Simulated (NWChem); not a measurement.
A series in which one site is exchanged, each optimised at PBE0/def2-SVP with NWChem, gas phase unless a solvent is named. 

A: [F][GeH3] (GeH3F; site = Ge)
B: F[SiH3] (SiH3F; site = Si)
C: CF (CH₃F; site = C)
D: [F][TiH3] (TiH3F; site = Ti)

Question: Rank them by dipole (D), PBE0/def2-SVP, lowest first.

Answer: D (0.47), B (1.42), C (1.74), A (2.11)
